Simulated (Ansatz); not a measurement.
**CH2F2O: how energies converge with the basis set**

The task here is to estimate one member of a computed series from the others.

Method: one geometry, several basis sets; program: Ansatz 0.2.0, Gaussian basis.

Levels to be run: PBE0-D4/def2-SVP; ωB97M-V/def2-SVP; PBE0-D4/def2-QZVPP; ωB97M-V/def2-QZVPP; the functionals' def2-TZVPP values are taken from earlier runs.

## Structure used throughout

All runs share one geometry, relaxed beforehand with PBE0-D4 in a triple-zeta def2 set.

SMILES `OC(F)F`, 6 atoms, charge 0, spin multiplicity 1.

Atoms are counted from 1 here; the program's logs count them from 0.

Bond lengths: O1–C2 1.346 Å, O1–H5 0.966 Å, C2–F3 1.356 Å, C2–F4 1.356 Å, C2–H6 1.091 Å. Angles: C2–O1–H5 108.8°, O1–C2–F3 111.4°, O1–C2–F4 111.4°, O1–C2–H6 109.4°, F3–C2–F4 105.7°, F3–C2–H6 109.4°, F4–C2–H6 109.4°.

As a file:

```
O     0.0951    0.9856   -0.4385
C     0.0606   -0.1378    0.3022
F     0.8763   -1.0925   -0.2082
F    -1.1797   -0.6843    0.3151
H    -0.1766    0.7729   -1.3403
H     0.3662    0.0921    1.3235
```

The first run:

Input file in.yaml:

```yaml
crystal:
  periodic: [false, false, false]
  atoms:
    - {symbol: O, position_ang: [0.095144, 0.985569, -0.438472]}
    - {symbol: C, position_ang: [0.060627, -0.137782, 0.302162]}
    - {symbol: F, position_ang: [0.876291, -1.092549, -0.208235]}
    - {symbol: F, position_ang: [-1.179730, -0.684347, 0.315094]}
    - {symbol: H, position_ang: [-0.176574, 0.772908, -1.340283]}
    - {symbol: H, position_ang: [0.366242, 0.092103, 1.323534]}
basis:
  gaussian: {orbitals: def2-SVP}
hamiltonian: {xc: pbe0, dispersion: d4}
output: {orbitals: {seedname: orbitals}}
```

Steps of the session up to this table: PBE0-D4 in def2-SVP; ωB97M-V in def2-SVP; PBE0-D4 in def2-QZVPP; ωB97M-V in def2-QZVPP.

One of the session's tables, all rows but one given; the rest of the session is left out.

It belongs to the step «Density functionals: the series». 

| functional | basis | HOMO (eV) | LUMO (eV) |
| --- | --- | --- | --- |
| PBE0-D4 | def2-SVP | -9.81 | 1.84 |
| PBE0-D4 | def2-TZVPP | -10.06 | 1.12 |
| PBE0-D4 | def2-QZVPP | -10.11 | 0.70 |
| ωB97M-V | def2-SVP | ? | ? |
| ωB97M-V | def2-TZVPP | -12.57 | 2.56 |
| ωB97M-V | def2-QZVPP | -12.63 | 1.89 |

**Question.** Estimate the row for ωB97M-V, def2-SVP.

As computed: HOMO (eV): -12.30; LUMO (eV): 3.49. In the column «HOMO (eV)» it lies between ωB97M-V, def2-TZVPP (-12.57) and PBE0-D4, def2-QZVPP (-10.11).
